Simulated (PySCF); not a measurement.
propene cation (C3H6), SMILES CC=C (connectivity only; charge and spin as stated), charge +1, multiplicity 2. Atoms are numbered in the order given.

```xyz
9

C     -1.1922     0.1818    -0.2322
C      0.0572    -0.0349     0.4666
C      1.3092    -0.1723    -0.1739
H     -1.8905    -0.6236     0.0595
H     -1.6831     1.0752     0.1907
H     -1.1060     0.2514    -1.3143
H      0.0368    -0.0993     1.5539
H      1.3803    -0.1401    -1.2577
H      2.2173    -0.3112     0.4051
```
Charge +1, spin multiplicity 2.

Geometry: ωB97X-D3(BJ)/def2-TZVP. The spin state was assumed, not searched.

The numbers are results of PBE/def2-TZVPD (PySCF), not measurements.

The molecule is in vacuum.

The total energy comes out as -117.42879 hartree. The α spin, highest occupied and lowest empty level is -14.10 and -8.99 eV, the β spin, highest occupied and lowest empty level comes out as -15.36 and -12.67 eV and the dipole moment about the centre of nuclear charge is 0.67 D. The mean static polarisability comes out as 35.4 bohr³ (5.24 Å³) and the polarisability, principal values is 24.5, 30.9, 50.8 bohr³. The ⟨S²⟩ comes out as 0.752 (pure state 0.75).
